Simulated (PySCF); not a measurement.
Published values to compare with (the computed states carry no symmetry labels, so the two lists aren't matched line by line):

| state | E (eV) | f | kind of transition | source |
| --- | --- | --- | --- | --- |
| 3B2(π→π*) | 3.74 |  | band maximum or as reported | [1] |
| 3B2(π→π*) | 3.97 |  | vertical absorption | [2] |
| 3A1(π→π*) | 4.62 |  | band maximum or as reported | [1] |
| 3A1(π→π*) | 4.76 |  | vertical absorption | [2] |
| 1A1(π→π*, first) | 5.16 |  | 0-0 transition | [1] |
| 1A1(π→π*) | 5.62 |  | vertical absorption | [3] |
| 1A1(π→π*) | 5.64 | 0.070 | vertical absorption | [2] |
| 3B1(π→3p) | 5.93 |  | vertical absorption | [2] |
| 1B2(π→π*) | 5.94 |  | vertical absorption | [3] |
| 1B2(π→π*) | 5.98 | 0.079 | vertical absorption | [2] |
| 1B2(π→π*) | 5.99 |  | 0-0 transition | [1] |
| 3A2(π→3s) | 6.08 |  | vertical absorption | [2] |
| 1B1(π→3p) | 6.12 |  | vertical absorption | [3] |
| 1A2(π→3s) | 6.13 |  | vertical absorption | [3] |
| 1A2(π→3s) | 6.14 |  | vertical absorption | [2] |
| 1B1(π→3p) | 6.14 | 0.010 | vertical absorption | [2] |
| 1A2(π→3p) | 6.21 |  | vertical absorption | [2] |
| 1A2(π→3p) | 6.23 |  | vertical absorption | [3] |
| 1B1(π→3s) | 6.49 |  | vertical absorption | [3] |
| 1B1(π→3s) | 6.49 | 0.000 | vertical absorption | [2] |
| 1B2(π→3p) | 7.27 |  | vertical absorption | [3] |
| 1B2(π→3p) | 7.29 | 0.082 | vertical absorption | [2] |
| 1A1(π→π*) | 7.30 |  | vertical absorption | [3] |

[1] measured, gas; Loos, Lipparini, Boggio-Pasqua, Scemama, Jacquemin (2019), arXiv:1912.04173, literature columns
[2] computed, theoretical best estimate (aug-cc-pVTZ, frozen core, CC3 geometry), gas; Veril, Scemama, Caffarel, Lipparini, Boggio-Pasqua, Jacquemin, Loos, WIREs Comput. Mol. Sci. 2021, 11, e1517 (QUESTDB)
[3] computed, theoretical best estimate (aug-cc-pVTZ), revised with CC4, gas; Loos, Lipparini, Matthews, Blondel, Jacquemin, revising reference values with EOM-CC4 (2022), arXiv:2204.11658

Compound: C4H4S.
Numbering: `[cH:1]1[cH:2][cH:3][s:4][cH:5]1` (hydrogens: H6 on C1; H7 on C2; H8 on C3; H9 on C5)

Computed with PySCF, TDDFT CAM-B3LYP/def2-SVPD, vertical, gas phase, core orbitals frozen in the response. Isolated species at its PBE0-D3(BJ)/def2-SVP geometry, gas phase.

Computed singlets: 5.85 eV (f 0.082); 5.93 eV (f 0.095); 6.40 eV (f 0.006); 6.44 eV (f 0.000); 6.83 eV (f 0.000); 7.13 eV (f 0.003); 7.40 eV (f 0.000); 7.60 eV (f 0.061); 7.69 eV (f 0.000); 7.74 eV (f 0.379). Computed triplets (Tamm–Dancoff): 3.78, 4.59, 5.88, 6.13 eV.

How does the lowest computed singlet compare with the best estimate listed for the lowest singlet (vertical absorption)?

5.85 eV against 5.62 eV for 1A1(π→π*) [3]: a difference of +0.23 eV. Geometry and basis of the two calculations needn't be the same.

How does the lowest computed triplet compare with the best estimate listed for the lowest triplet (vertical absorption)?

3.78 eV against 3.97 eV for 3B2(π→π*) [2]: a difference of -0.19 eV. Geometry and basis of the two calculations needn't be the same.

Note on [3]: revises the 2021 QUESTDB value.

Adiabatic (Te) and 0-0 energies refer to the relaxed excited state and aren't the vertical quantity computed here.

A measured band maximum holds vibronic effects and, in solution, solvent shifts, so it needn't equal the vertical energy.

All these states lie below the vertical ionisation energy of 9.00 eV (ΔSCF).
